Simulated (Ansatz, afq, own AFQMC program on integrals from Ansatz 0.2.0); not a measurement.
Two steps: Ansatz 0.2.0 writes the Fock matrix and Cholesky factors of the valence space, and afq projects on them the lowest state that overlaps trial and start.

```yaml
crystal:
  periodic: [false, false, false]
  atoms:
    - {symbol: Al, position_ang: [0.000000, 0.000000, 0.000000]}
    - {symbol: O, position_ang: [0.000000, 0.000000, 1.620001]}
basis:
  gaussian: {orbitals: 6-31G}
total_charge: 1
magnetization: {spin_polarized: true, initial_magnetization: 0}
correlation: {method: ccsd_t, electrons: outside_noble_gas, hamiltonian_folder: ham}
```

```sh
$ ansatz run in.yaml --threads 1 --pin off --events-out ev --progress --plain --max-ram 24576MiB --backend cuda --devices 0, --max-vram 18GiB
```

Options of the walk:

```
--method free --trial cid --walkers 50 --time-step 0.08 --max-blocks 120 --target-error 0.00068 --factor-cut 0.0001 --seed 5776 --times 0.0,0.48,0.96,2.0,3.04,4.0 --taylor-order 10
```

Times are imaginary, in 1/Eh. The walk had a cap of 60 s.

afq prints:

```
orbitals 16  electrons 4 4  factors 80 of 214
reference energy -316.29469339 Eh
CCSD correlation -0.20131663 Eh in 15 cycles, weight of the determinant in the CISD state 0.7963
repeat  energy at the last time / Eh  error
    10  -316.516693  0.006314
    20  -316.512649  0.004090
    30  -316.510403  0.003161
    40  -316.511317  0.002660
    50  -316.509585  0.002818
    60  -316.510458  0.002572
    70  -316.511536  0.002384
    80  -316.510925  0.002334
    90  -316.510640  0.002087
   100  -316.510781  0.002042
   110  -316.510947  0.001924
   120  -316.511327  0.001812
time / (1/Eh)  energy / Eh  error  mean overlap
  0.00  -316.496100  0.000527  1.1881
  0.48  -316.507111  0.000564  1.1908
  0.96  -316.508479  0.000610  1.2091
  2.00  -316.510040  0.000808  1.2252
  3.04  -316.509654  0.001183  1.2537
  4.00  -316.511327  0.001812  1.2736
energy -316.511327 +/- 0.001812 Eh
```

The run passed its tests (error under three times the target), which doesn't prove that it has relaxed.

Against this walk (error 49.3 meV) on the same determinant: CCSD(T) 118.9 meV higher, full CI 58.7 meV higher (within the noise). The error is statistical, and a free projection of finite length keeps a remainder of its start. The determinant is a poor start (see the cautions), so the low cluster orders aren't to be relied on, and full CI is the sure value.

Cautions: remainder of the start not in the error; error above the target (49.3 against 18.5 meV); an unrestricted solution with more broken spin lies lower (2.24 eV, ⟨S²⟩ 1.01), while this determinant keeps restricted orbitals; strong correlation (T1 0.065, weight of the determinant 0.80, largest double 0.29); the CCSD(T) amplitudes may be one of several solutions (largest double 0.29); the time-step error isn't removed.

The walk took 14 s on 1 × NVIDIA H100 80GB HBM3 with 2 threads of AMD EPYC 7R13 Processor (Zen 3), with other jobs on the host (the card was shared). The log's last line is the free-projection energy.

A walk keeps the symmetry of its determinant, which the program's search chose and which needn't be the lowest solution, so a lower state of the same spin and another symmetry isn't excluded.
